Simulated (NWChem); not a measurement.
# HS− (hydrosulfide): B3LYP/def2-QZVPP, part 1 of 2

Aim: the vertical ionisation energy of HS− (hydrosulfide) at B3LYP/def2-QZVPP, from 2 runs. 

Program for the calculation: NWChem 7.3.0.

2 further runs of the same task are left out: 1 that didn't finish, 1 set aside as unsound or not needed.

### 1 The structure to begin with

HS− has 2 atoms, charge -1, and is taken as a singlet. As SMILES, `[SH-]`. Geometry: relaxed at PBE0-D4/def2-TZVPD.

Bond lengths: S1–H2 1.346 Å.

### 2 A single-point energy at B3LYP/def2-QZVPP

geom.nw

```
start geom
title "HS energy"
memory 2200 mb
charge -1
geometry noautosym nocenter noautoz
 S      0.574700    -0.187900     0.295500
 H     -0.574700     0.187900    -0.295500
end
basis spherical bse
 * library def2-QZVPP
end
dft
 xc b3lyp
 grid fine
 convergence energy 1e-08
 maxiter 100
 mulliken
 print low
end
task dft energy
```

Launch:

```console
$ nwchem geom.nw > geom.out
```

Log:

```text
Northwest Computational Chemistry Package (NWChem) 7.3.0
             --------------------------------------------------------

           Job information
           ---------------

    nwchem branch   = 7.3.0
    use scalapack   = T
    input           = geom.nw
    prefix          = geom.
    data base       = ./geom.db
    status          = startup
    nproc           =        1

           Memory information
           ------------------

    heap     =     72089598 doubles =      550.0 Mbytes
    stack    =     72089595 doubles =      550.0 Mbytes
    global   =    144179200 doubles =     1100.0 Mbytes (distinct from heap & stack)
    total    =    288358393 doubles =     2200.0 Mbytes
    verify   = yes
    hardfail = no

           Directory information
           ---------------------

  0 permanent = .
  0 scratch   = .

                                NWChem Input Module
                                -------------------

                                     HS energy
                                     ---------

 Scaling coordinates for geometry "geometry" by  1.889725989
 (inverse scale =  0.529177249)

                             Geometry "geometry" -> ""
                             -------------------------

 Output coordinates in angstroms (scale by  1.889725989 to convert to a.u.)

  No.       Tag          Charge          X              Y              Z
 ---- ---------------- ---------- -------------- -------------- --------------
    1 S                   16.0000     0.57470000    -0.18790000     0.29550000
    2 H                    1.0000    -0.57470000     0.18790000    -0.29550000

      Atomic Mass
      -----------

      S                 31.972070
      H                  1.007825

 Effective nuclear repulsion energy (a.u.)       6.2905229993

            Nuclear Dipole moment (a.u.)
            ----------------------------
        X                 Y               Z
 ---------------- ---------------- ----------------
    16.2903828846    -5.3261926988     8.3762104444

            XYZ format geometry
            -------------------
     2
 geometry
 S                     0.57470000    -0.18790000     0.29550000
 H                    -0.57470000     0.18790000    -0.29550000

 ==============================================================================
                                internuclear distances
 ------------------------------------------------------------------------------
       center one      |      center two      | atomic units |  angstroms
 ------------------------------------------------------------------------------
    2 H                |   1 S                |     2.54351  |     1.34597
 ------------------------------------------------------------------------------
                         number of included internuclear distances:          1
 ==============================================================================

 Summary of "ao basis" -> "" (spherical)
 ------------------------------------------------------------------------------
       Tag                 Description            Shells   Functions and Types
 ---------------- ------------------------------  ------  ---------------------
 *                         def2-QZVPP                 on all atoms

                                 NWChem DFT Module
                                 -----------------

                                     HS energy

                      Basis "ao basis" -> "ao basis" (spherical)
                      -----
  [basis functions not shown]

 Summary of "ao basis" -> "ao basis" (spherical)
 ------------------------------------------------------------------------------
       Tag                 Description            Shells   Functions and Types
 ---------------- ------------------------------  ------  ---------------------
 S                         def2-QZVPP               22       70   9s6p4d2f1g
 H                         def2-QZVPP               10       30   4s3p2d1f

  Caching 1-el integrals
   Time after variat. SCF:      0.4

     ---------------------------------------------
      Total Density - Mulliken Population Analysis
     ---------------------------------------------

    Atom       Charge   Shell Charges
 -----------   ------   -------------------------------------------------------
    1 S   16    16.92   1.65  0.01  0.28  0.30  1.02  0.67  0.26  0.98  0.79  5.53  0.09  0.50  1.14  1.14  2.55  0.00  0.00  0.01 -0.00  0.00 -0.00  0.00
    2 H    1     1.08   0.10  0.30  0.47  0.18  0.00  0.01  0.02  0.00  0.00 -0.00
   Time prior to 1st pass:      0.4

           Memory utilization after 1st SCF pass:
           Heap Space remaining (MW):       37.89            37890406
          Stack Space remaining (MW):       72.09            72088980

   convergence    iter        energy       DeltaE   RMS-Dens  Diis-err    time
 ---------------- ----- ----------------- --------- --------- ---------  ------
 d= 0,ls=0.0,diis     1   -398.5281731560 -4.05D+02  2.03D-02  1.14D+01     1.7
 d= 0,ls=0.0,diis     2   -398.5381794365 -1.00D-02  1.46D-02  4.63D+00     3.0
 d= 0,ls=0.0,diis     3   -398.8332191584 -2.95D-01  5.90D-03  2.60D-01     4.2
 d= 0,ls=0.0,diis     4   -398.8662736125 -3.31D-02  1.38D-03  1.99D-02     5.5
 d= 0,ls=0.0,diis     5   -398.8694380885 -3.16D-03  1.79D-04  1.09D-03     6.7
  Resetting Diis
 d= 0,ls=0.0,diis     6   -398.8695704884 -1.32D-04  2.49D-05  9.34D-06     8.1
 d= 0,ls=0.0,diis     7   -398.8695719918 -1.50D-06  6.00D-06  1.37D-07     9.3
 d= 0,ls=0.0,diis     8   -398.8695719897  2.07D-09  3.23D-06  1.86D-07    10.6

         Total DFT energy =     -398.869571989701
      One electron energy =     -568.360796046073
           Coulomb energy =      189.456669149716
    Exchange-Corr. energy =      -26.255968092626
 Nuclear repulsion energy =        6.290522999283

 Numeric. integr. density =       17.999999532740

     Total iterative time =     10.2s

     ---------------------------------------------
      Total Density - Mulliken Population Analysis
     ---------------------------------------------

    Atom       Charge   Shell Charges
 -----------   ------   -------------------------------------------------------
    1 S   16    16.93   1.66 -0.00  0.28  0.32  1.04  0.63  0.45  1.02  0.57  5.83 -0.07  0.56  1.56  1.59  1.47  0.00  0.01  0.01  0.00  0.00  0.00  0.00
    2 H    1     1.07   0.12  0.35  0.43  0.11  0.00  0.01  0.04  0.00  0.00  0.00

     -------------------------------------------
      Total Density - Lowdin Population Analysis
     -------------------------------------------

    Atom       Charge   Shell Charges
 -----------   ------   -------------------------------------------------------
    1 S   16    16.58   1.00  0.68  0.32  0.45  0.81  0.66  0.44  0.66  0.52  3.73  1.85  0.81  1.34  1.82  1.42  0.00  0.01  0.02  0.04  0.00  0.01  0.00
    2 H    1     1.42   0.12  0.31  0.35  0.19  0.00  0.05  0.31  0.00  0.07  0.01

 Task  times  cpu:       10.6s     wall:       10.6s
 Total times  cpu:       10.6s     wall:       10.6s
```

It took 11 s on 1 thread of Intel Xeon Platinum 8488C (Sapphire Rapids), shared host; peak memory 0.13 GiB.

(Continued in part 2 of 2.)
